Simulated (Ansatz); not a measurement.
Worked example: the enthalpy of C4H8 → C3H4 + CH4

Species: C4H8 (cyclobutane) `C1CCC1`, singlet; C3H4 (allene) `C=C=C`, singlet; CH4 (methane) `C`, singlet. 

Shapes, held fixed at every level: PBE0-D4/def2-TZVP. Programs: Ansatz 0.2.0. The zero-point and thermal terms to 298 K, harmonic and unscaled (PBE0-D4/def2-TZVP), stand in the table.

At CCSD(T)/def2-TZVPP; 1 Eh = 2625.50 kJ/mol:

```
species  energy (Eh)  H(298 K) − E (kJ/mol)  tabulated ΔfH (kJ/mol)
   C4H8  -156.916168                  304.8                   +27.7
   C3H4  -116.435431                  157.3                  +190.2
    CH4   -40.438606                  127.4                   -74.5
```

Work out the reaction enthalpy at 298 K from the calculation and from the table of heats.


1. Electronic: (-116.435431) + (-40.438606) − [(-156.916168)] = 0.042131 Eh = +110.6 kJ/mol.
2. Zero-point and thermal: (157.3) + (127.4) − [(304.8)] = -20.1 kJ/mol.
3. Computed ΔH = +90.5 kJ/mol.
4. From the heats of formation (Active Thermochemical Tables, CRC Handbook of Chemistry and Physics): (190.2) + (-74.5) − [(27.7)] = +88.0 kJ/mol.
5. Computed less tabulated: +2.5 kJ/mol. Tabulated heats carry uncertainties of their own.
